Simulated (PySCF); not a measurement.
# Potential energy of F₂⁺ along the bond

Set-up: basis F def2-TZVPPD; no relativity; PySCF 2.14. Energies in eV from F⁺ + F in their ground configurations at the same level. State: ²Πg (doublet), unpaired electrons π ↑.

All columns are M06-L.

```tsv
R (Å)	E (eV)	HOMO (eV)	LUMO (eV)	Mayer bond order	⟨S²⟩
1.096	-2.026	-20.42	-19.42	0.87	0.75
1.147	-2.852	-20.81	-19.84	0.96	0.75
1.198	-3.334	-21.14	-20.19	1.04	0.75
1.236	-3.529	-21.35	-20.41	1.10	0.75
1.274	-3.616	-21.53	-20.60	1.15	0.75
1.312	-3.621	-21.68	-20.76	1.19	0.75
1.363	-3.530	-21.85	-20.94	1.25	0.75
1.427	-3.308	-22.02	-21.12	1.31	0.75
1.503	-2.947	-22.16	-21.28	1.36	0.75
1.605	-2.388	-22.28	-21.41	1.42	0.75
```

The state was picked by a PBE0 search and need not be the measured ground state.
